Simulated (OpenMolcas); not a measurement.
# BH2F (SMILES BF) at 6 levels

Wanted: a comparison of 6 runs (B2PLYP/cc-pVTZ, B3LYP/cc-pVTZ, PBE/cc-pVTZ, PBE0/cc-pVTZ, TPSS/cc-pVTZ, CCSD(T)/cc-pVTZ) of BH2F. 

The results are computed with OpenMolcas 26.06.

### 1 The system as given

BH2F: 4 atoms, total charge 0, spin state singlet. SMILES: `BF`. The coordinates come from a PBE0-D4/def2-TZVP relaxation.

Bond lengths: B1–F2 1.317 Å, B1–H3 1.197 Å, B1–H4 1.198 Å. Angles: F2–B1–H3 117.8°, F2–B1–H4 117.8°, H3–B1–H4 124.4°.

### 2 The energy at B2PLYP/cc-pVTZ (run 1)

Contents of mol.inp:

```
&GATEWAY
 BASLIB
 $CurrDir
 COORD
 4
 bohr
 B     -0.05158952    -0.00755890    -0.05820356
 F      2.00537736    -0.56068174     1.22813301
 H     -1.91334770    -1.22662123     0.35186700
 H      0.06462863     1.68110036    -1.56015789
 BASIS
 cc-pVTZ
 GROUP
 NoSym

&SEWARD
 GRIDINPUT
 Grid=UltraFine
 End of Grid

&SCF
 KSDFT
 B2PLYP_SCF
 THRESHOLDS
 1e-10 1e-07 1e-07 1e-05
 PRORBITALS
 1 2

&MBPT2
 FROZEN
 2
```

The basis set cc-pVTZ is read from a file made from the Basis Set Exchange's data (not shown).

Started as:

```
$ export MOLCAS_MEM=1860
$ pymolcas mol.inp > mol.log
```

Log:

```text
--- Start Module: gateway ---
[...]
--- Stop Module: gateway /rc=_RC_ALL_IS_WELL_ ---
[...]
      Basis functions           88
[...]
--- Start Module: scf ---
[...]
       Convergence after  11 Iterations
[...]
::    Total KS-DFT energy                            -125.7793511873
[...]
      Total spin, S                                     0.0000000000
[...]
      Total electronic charge=   16.000000
      Total            charge=   -0.000000
[...]
      Dipole Moment (debye):
      Origin of the operator (angstrom)=    0.5894   -0.1698    0.3549
                   X= -6.8825E-01               Y=  1.8489E-01               Z= -4.3020E-01           Total=  8.3243E-01
      Quadrupole Moment (debye*angstrom):
[...]
--- Stop Module: scf /rc=_RC_ALL_IS_WELL_ ---
[...]
--- Start Module: mbpt2 ---
[...]
 ###    WARNING: MP2 implementation intended for RHF references only         ###
 ###############################################################################
MBPT2 WARNING: Reference function according to RunFile:KS-DFT
I'll assume you know what you're doing and continue
WARNING!
Default frozen orbitals as non valence orbitals is overwritten by user input.
Default values:   2
[...]
       Reference weight ( Cref**2 )         =        0.89284
::    Total MBPT2 energy                             -126.2041491751
[...]
      Total MBPT2 calculations                           0.14      0.15
--- Stop Module: mbpt2 /rc=_RC_ALL_IS_WELL_ ---
[...]
```

Run time: 8.4 s. Hardware: 1 thread of AMD EPYC 9R45 (Zen 5), shared host; peak memory 0.48 GiB.

### 3 Energy and forces at B3LYP/cc-pVTZ (run 2)

Contents of run.inp:

```
>>> EXPORT MOLCAS_PRINT=2
&GATEWAY
BasLib=$CurrDir
Coord
4
angstrom
B       -0.027300      -0.004000      -0.030800
F        1.061200      -0.296700       0.649900
H       -1.012500      -0.649100       0.186200
H        0.034200       0.889600      -0.825600
Basis=cc-pVTZ
Group=NoSym
&SEWARD
GridInput
Grid=UltraFine
End of Grid
&SCF
KSDFT=B3LYP
Thresholds=1e-10 1e-07 1e-07 1e-05
PrOrbitals=1
&ALASKA
```

The basis set cc-pVTZ is read from a file made from the Basis Set Exchange's data (not shown).

Started as:

```
$ export MOLCAS_MEM=1860
$ pymolcas run.inp > run.log
```

Log:

```text
--- Start Module: gateway ---
[...]
--- Stop Module: gateway /rc=_RC_ALL_IS_WELL_ ---
[...]
      Basis functions           88
[...]
--- Start Module: scf ---
[...]
       Convergence after  12 Iterations
[...]
::    Total KS-DFT energy                            -125.9824707635
[...]
      Total spin, S                                     0.0000000000
[...]
      Total electronic charge=   16.000000
      Total            charge=   -0.000000
[...]
      Dipole Moment (debye):
      Origin of the operator (angstrom)=    0.5894   -0.1698    0.3549
                   X= -5.6259E-01               Y=  1.5111E-01               Z= -3.5162E-01           Total=  6.8042E-01
      Quadrupole Moment (debye*angstrom):
[...]
--- Stop Module: scf /rc=_RC_ALL_IS_WELL_ ---
[...]
--- Start Module: alaska ---
[...]
 *              Molecular gradients               *
 **************************************************
  Irreducible representation: a
 ------------------------------------------------------------------------------------------
                              X                       Y                       Z
 ------------------------------------------------------------------------------------------
  B1                3.57883182238083E-03   -9.92942625537507E-04    2.27079833171917E-03
  F2               -1.92503862625593E-03    5.26058160975840E-04   -1.21292185561561E-03
  H3               -2.01162159626400E-03   -1.50908597657362E-03    6.17131424226092E-04
  H4                3.57828400146557E-04    1.97597044114439E-03   -1.67500790034025E-03
 ------------------------------------------------------------------------------------------
--- Stop Module: alaska /rc=_RC_ALL_IS_WELL_ ---
[...]
```

Run time: 11 s. Hardware: 1 thread of AMD EPYC 9R45 (Zen 5), shared host; peak memory 0.48 GiB.

### 4 Energy and forces at PBE/cc-pVTZ (run 3)

Contents of input.xyz:

```xyz
4

B     -0.027300    -0.004000    -0.030800
F      1.061200    -0.296700     0.649900
H     -1.012500    -0.649100     0.186200
H      0.034200     0.889600    -0.825600
```

Contents of run.input:

```
>>> EXPORT MOLCAS_PRINT=2
&GATEWAY
BASLIB
$CurrDir
COORD
input.xyz
BASIS
cc-pVTZ
GROUP
NoSym
&SEWARD
GRIDINPUT
Grid=UltraFine
End of Grid
&SCF
KSDFT
PBE
THRESHOLDS
1e-10 1e-07 1e-07 1e-05
PRORBITALS
1 1
&ALASKA
```

The basis set cc-pVTZ is read from a file made from the Basis Set Exchange's data (not shown).

Started as:

```
$ export MOLCAS_MEM=1860
$ pymolcas run.input > run.log
```

Log:

```text
--- Start Module: gateway ---
[...]
--- Stop Module: gateway /rc=_RC_ALL_IS_WELL_ ---
[...]
      Basis functions           88
[...]
--- Start Module: scf ---
[...]
       Convergence after  14 Iterations
[...]
::    Total KS-DFT energy                            -125.8254720738
[...]
      Total spin, S                                     0.0000000000
[...]
      Total electronic charge=   16.000000
      Total            charge=   -0.000000
[...]
      Dipole Moment (debye):
      Origin of the operator (angstrom)=    0.5894   -0.1698    0.3549
                   X= -4.3936E-01               Y=  1.1798E-01               Z= -2.7457E-01           Total=  5.3136E-01
      Quadrupole Moment (debye*angstrom):
[...]
--- Stop Module: scf /rc=_RC_ALL_IS_WELL_ ---
[...]
--- Start Module: alaska ---
[...]
 *              Molecular gradients               *
 **************************************************
  Irreducible representation: a
 ------------------------------------------------------------------------------------------
                              X                       Y                       Z
 ------------------------------------------------------------------------------------------
  B1                5.32680359653259E-03   -1.46251140307307E-03    3.36301347677637E-03
  F2               -7.59531823551463E-03    2.05046055060798E-03   -4.75847571377219E-03
  H3                2.39116222376778E-03    1.55226952364518E-03   -5.15921352928661E-04
  H4               -1.22647584779922E-04   -2.14021867116565E-03    1.91138358990006E-03
 ------------------------------------------------------------------------------------------
--- Stop Module: alaska /rc=_RC_ALL_IS_WELL_ ---
[...]
```

Run time: 11 s. Hardware: 1 thread of AMD EPYC 9R45 (Zen 5), shared host; peak memory 0.48 GiB.

Runs 4 to 5 aren't shown in full; the table further down has their settings and results.

### 5 The energy at CCSD(T)/cc-pVTZ (run 6)

Contents of calc.input:

```
* BFH2 CCSD(T)

&GATEWAY
  BasLib = $CurrDir
  Coord
  4
  angstrom
  B       -0.027300      -0.004000      -0.030800
  F        1.061200      -0.296700       0.649900
  H       -1.012500      -0.649100       0.186200
  H        0.034200       0.889600      -0.825600
  Basis = cc-pVTZ
  Group = NoSym

&SEWARD

&SCF
  Thresholds = 1e-10 1e-07 1e-07 1e-05
  PrOrbitals = 1 2

&RASSCF
  FileOrb = $Project.ScfOrb
  Spin = 1
  Nactel = 0 0 0
  Inactive = 8
  Ras2 = 0
  OutOrbitals = Canonical
  OrbListing = Nothing

&MOTRA
  JobIph
  Frozen = 2

&CCSDT
  CCT
  Triples = 2
  Iterations = 80
  Accuracy = 1e-08
  Extrapolation = 5 4
```

The basis set cc-pVTZ is read from a file made from the Basis Set Exchange's data (not shown).

Started as:

```
$ export MOLCAS_MEM=1860
$ pymolcas calc.input > calc.log
```

Log:

```text
--- Start Module: gateway ---
[...]
--- Stop Module: gateway /rc=_RC_ALL_IS_WELL_ ---
[...]
      Basis functions           88
[...]
       Convergence after  12 Iterations
[...]
::    Total SCF energy                               -125.3734258221
[...]
      Total spin, S                                     0.0000000000
[...]
      Number of active orbitals                  0
[...]
      Spin quantum number                      0.0
[...]
      Active orbitals                            0
[...]
      Number of CSFs                             1
[...]
      Number of root(s) required                 1
[...]
      Convergence after  4 iterations
[...]
      Natural orbitals and occupation numbers for root  1
      ************************************************************************************************************************
      *                                                    Final results                                                     *
      ************************************************************************************************************************
[...]
::    RASSCF root number  1 Total energy:   -125.37342582
[...]
      Total electronic charge=   16.000000
      Total            charge=   -0.000000
[...]
      Dipole Moment (debye):
      Origin of the operator (angstrom)=    0.5894   -0.1698    0.3549
                   X= -8.1577E-01               Y=  2.1917E-01               Z= -5.0992E-01           Total=  9.8668E-01
      Quadrupole Moment (debye*angstrom):
[...]
--- Start Module: motra ---
[...]
--- Stop Module: motra /rc=_RC_ALL_IS_WELL_ ---
--- Start Module: ccsdt ---
[...]
      Convergence after                    13  Iterations
      Total energy (diff) :    -125.74503746      -0.00000000
[...]
 METHOD                       : CCSD+T(CCSD)+<T3(1)WT1> = CCSD(T)
[...]
       CCSD     =      -125.7450374634557
[...]
```

It took 12 s on 1 thread of AMD EPYC 9R45 (Zen 5), shared host; peak memory 0.48 GiB.

### 6 All runs side by side

```csv
run,level,task,frozen core orbitals,energy (Eh),dipole moment (D) of the reference,HOMO energy (eV),LUMO energy (eV),wall time
1,B2PLYP/cc-pVTZ,energy,2,-125.894047,0.83,-10.85,0.23,8.4 s
2,B3LYP/cc-pVTZ,gradient,–,-125.982471,0.68,-9.13,-1.40,11 s
3,PBE/cc-pVTZ,gradient,–,-125.825472,0.53,-7.72,-2.18,11 s
4,PBE0/cc-pVTZ,gradient,–,-125.834644,0.69,-9.31,-1.12,9.9 s
5,TPSS/cc-pVTZ,gradient,–,-125.989273,0.59,-7.97,-1.91,17 s
6,CCSD(T)/cc-pVTZ,energy,2,-125.755306,0.99,-13.26,2.38,12 s
```

### 7 What came out

| quantity | value |
| --- | --- |
| run 6: total energy | -125.75531 Eh |
| run 6: dipole moment (mean-field density) | 0.99 D |
| run 6: HOMO energy (Hartree–Fock orbitals) | -13.26 eV |
| run 6: LUMO energy (Hartree–Fock orbitals) | 2.38 eV |
| run 6: HOMO–LUMO gap (Hartree–Fock orbitals) | 15.63 eV |
| run 6: correlation energy (2 core orbitals frozen) | -381.9 mEh |
| run 6: (T) correction | -10.27 mEh |

**Reading.** Over runs 1, 2, 3, 4, 5 the dipole moment (its size) runs from 0.53 D (PBE/cc-pVTZ) to 0.83 D (B2PLYP/cc-pVTZ). A double hybrid's value is that of its SCF part. Over runs 1, 2, 3, 4, 5 the HOMO–LUMO gap runs from 5.54 eV (PBE/cc-pVTZ) to 11.08 eV (B2PLYP/cc-pVTZ). For B2PLYP the log adds the whole second-order term; the table takes 0.27 of it, as the functional is defined. Totals of different functionals can't be ranked against each other. All runs together took 69 s, the longest 17 s.
